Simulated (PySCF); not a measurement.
**Basis-set dependence of population analyses: `CN=[PH3]`**

Species: CH6NP.
Atom-mapped SMILES: `[CH3:1][N:2]=[PH3:3]` (hydrogens: H4, H5, H6 on C1; H7, H8, H9 on P3)

PBE0 throughout (PySCF), one geometry, spherical d and f functions. Geometry: PBE0-D3(BJ)/def2-SVP; no solvent, vibrations or thermal averaging. Atoms taken as equivalent share a column and are averaged.

Mulliken charges (e):

| basis | functions | C1 | N2 | P3 | H4/H5/H6 | H7/H8/H9 |
| --- | --- | --- | --- | --- | --- | --- |
| pcSseg-0 | 43 | -0.385 | -0.973 | +0.568 | +0.208 | +0.055 |
| cc-pVDZ | 76 | +0.012 | -0.460 | +0.372 | +0.030 | -0.005 |
| aug-cc-pVDZ | 127 | +0.799 | -0.661 | -0.417 | -0.192 | +0.285 |
| IGLO-III | 174 | -0.311 | -0.586 | +0.833 | +0.109 | -0.088 |
| cc-pVTZ | 178 | -0.165 | -0.418 | +0.337 | +0.072 | +0.010 |

IAO charges (e):

```tsv
basis	functions	C1	N2	P3	H4/H5/H6	H7/H8/H9
pcSseg-0	43	-0.306	-0.710	+0.750	+0.125	-0.037
cc-pVDZ	76	-0.285	-0.768	+0.938	+0.120	-0.082
aug-cc-pVDZ	127	-0.293	-0.800	+0.944	+0.125	-0.075
IGLO-III	174	-0.297	-0.817	+0.991	+0.126	-0.086
cc-pVTZ	178	-0.296	-0.802	+0.973	+0.125	-0.083
```

Some averages cover members that differ in this geometry, most widely: H4/H5/H6, Mulliken in aug-cc-pVDZ -0.263 to -0.157; H7/H8/H9, Mulliken in pcSseg-0 +0.024 to +0.118; H7/H8/H9, IAO in pcSseg-0 -0.064 to +0.019; H7/H8/H9, IAO in aug-cc-pVDZ -0.102 to -0.021 e.

Question: Which scheme is steadiest as the basis changes?

Answer: Largest range over the bases for any column: IAO 0.24 e, Mulliken 1.25 e. IAO charges move least and Mulliken charges most, counted in e.

Question: How much do the charges still move between the two largest bases, IGLO-III and cc-pVTZ?

Answer: At most, over all atoms: Mulliken 0.496 e, IAO 0.019 e.

Question: What do the same runs give for the total energy, the frontier levels and the dipole moment?

Answer: 
```
      basis  energy (Eh)  HOMO (eV)  LUMO (eV)  μ (D)
   pcSseg-0    -436.8063      -5.78       0.97   2.79
    cc-pVDZ    -437.5015      -5.98       1.07   2.29
aug-cc-pVDZ    -437.5146      -6.22      -0.39   2.47
   IGLO-III    -437.5666      -6.30       0.38   2.46
    cc-pVTZ    -437.5600      -6.21       0.59   2.37
```

The dipole is fixed by the density alone, so its range of 0.50 D shows that the density itself changes with the basis, not only its division among atoms.
